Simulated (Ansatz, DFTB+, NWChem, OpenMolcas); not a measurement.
## C3H3N: which of these isomers lies lowest?

3 of its isomers, all singlets with charge 0: A = Z-propargylimine `[H]/N=C\C#C`; B = E-propargylimine `[H]/N=C/C#C`; C = acrylonitrile `C=CC#N`.

Shapes, held fixed at every level: PBE0-D4/def2-TZVP. Programs: Ansatz 0.2.0, DFTB+ 25.1, NWChem 7.3.0, OpenMolcas 26.06. A level may come from different programs for different species; with the same settings they agree closely.

Electronic energies in kJ/mol, without zero-point or thermal terms.

```tsv
level	kind	B − A	C − A
DFTB2	semi-empirical	+0.1	-166.0
HF/STO-3G	Hartree–Fock	+4.9	-196.4
HF/3-21G	Hartree–Fock	+7.5	-184.0
HF/def2-SVP	Hartree–Fock	+2.4	-158.3
B3LYP/6-31G* (Cartesian functions)	global hybrid	+4.8	-153.2
PBE0/def2-SVP	global hybrid	+4.1	-142.5
```

PBE0/def2-SVP puts C lowest of these. All levels agree on that. The B − A difference spans +0.1 to +7.5 kJ/mol over the levels.
